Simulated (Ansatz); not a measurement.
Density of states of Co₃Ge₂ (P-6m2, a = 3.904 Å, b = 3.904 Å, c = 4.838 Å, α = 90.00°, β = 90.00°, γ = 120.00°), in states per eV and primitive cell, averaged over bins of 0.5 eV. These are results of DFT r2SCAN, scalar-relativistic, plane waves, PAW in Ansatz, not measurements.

Cutoff 500 eV; k points 12×12×8 on the computed 5-atom cell (Γ-centred); Gaussian smearing, width 0.10 eV; collinear spin from starting moments 1.47 1.47 0.65 0 0 μB.

The cell is relaxed at this level. The states (both spins) are summed by tetrahedra on a 18×18×12 mesh at the self-consistent density. Energies are bin centres; the table starts no lower than −8 eV and ends at 6 eV, or lower where the solved bands end.

It is a metal at this level.

| E − E_F (eV) | total | Co 3d down | Co 3d up | Ge 4p up | Ge 4p down | Co 4s up | Co 4s down |
| --- | --- | --- | --- | --- | --- | --- | --- |
| -6.80 | 0.49 | 0.03 | 0.03 | 0.12 | 0.15 | 0.05 | 0.06 |
| -6.30 | 1.63 | 0.13 | 0.20 | 0.40 | 0.40 | 0.15 | 0.15 |
| -5.80 | 1.38 | 0.13 | 0.25 | 0.40 | 0.32 | 0.09 | 0.08 |
| -5.30 | 2.05 | 0.25 | 0.45 | 0.48 | 0.51 | 0.11 | 0.11 |
| -4.80 | 2.80 | 0.37 | 0.99 | 0.58 | 0.50 | 0.10 | 0.11 |
| -4.30 | 3.26 | 0.68 | 1.23 | 0.46 | 0.62 | 0.10 | 0.08 |
| -3.80 | 4.23 | 0.65 | 2.27 | 0.56 | 0.53 | 0.07 | 0.07 |
| -3.30 | 6.71 | 1.30 | 3.73 | 0.59 | 0.83 | 0.04 | 0.08 |
| -2.80 | 6.98 | 1.06 | 4.71 | 0.45 | 0.51 | 0.06 | 0.04 |
| -2.30 | 4.68 | 2.03 | 1.72 | 0.18 | 0.50 | 0.04 | 0.07 |
| -1.80 | 7.96 | 3.62 | 3.64 | 0.16 | 0.23 | 0.03 | 0.06 |
| -1.30 | 8.32 | 2.70 | 4.99 | 0.17 | 0.18 | 0.04 | 0.02 |
| -0.80 | 4.58 | 2.34 | 1.57 | 0.26 | 0.11 | 0.06 | 0.04 |
| -0.30 | 6.60 | 4.81 | 0.93 | 0.35 | 0.17 | 0.04 | 0.04 |
| 0.20 | 2.51 | 1.40 | 0.54 | 0.30 | 0.09 | 0.03 | 0.02 |
| 0.70 | 3.44 | 2.43 | 0.34 | 0.28 | 0.17 | 0.02 | 0.03 |
| 1.20 | 2.96 | 1.94 | 0.25 | 0.29 | 0.25 | 0.02 | 0.02 |
| 1.70 | 2.20 | 0.82 | 0.33 | 0.42 | 0.28 | 0.04 | 0.02 |
| 2.20 | 1.88 | 0.64 | 0.18 | 0.31 | 0.38 | 0.03 | 0.03 |
| 2.70 | 1.76 | 0.38 | 0.21 | 0.46 | 0.34 | 0.05 | 0.03 |
| 3.20 | 1.72 | 0.32 | 0.16 | 0.46 | 0.42 | 0.04 | 0.04 |
| 3.70 | 1.50 | 0.27 | 0.10 | 0.34 | 0.46 | 0.04 | 0.05 |
| 4.20 | 1.60 | 0.16 | 0.15 | 0.53 | 0.37 | 0.08 | 0.05 |
| 4.70 | 1.69 | 0.23 | 0.10 | 0.44 | 0.56 | 0.08 | 0.06 |
| 5.20 | 1.13 | 0.11 | 0.06 | 0.24 | 0.31 | 0.14 | 0.04 |
| 5.70 | 1.48 | 0.10 | 0.06 | 0.24 | 0.24 | 0.25 | 0.17 |

The columns after the total are the main Löwdin projections on the occupied valence shells of the potentials; 2 others are left out. The rest of the total lies in those, in shells that are empty in the free atom, which aren't projected, and between the atoms.

The state reached may not be the lowest one.

Only this magnetic start was tried.

Whether Co3Ge2 exists in this form wasn't checked.

Cost: 1 run of about 12 core-minutes, on Intel Xeon Processor @ 2.50GHz (Skylake/Cascade Lake) (shared hosts).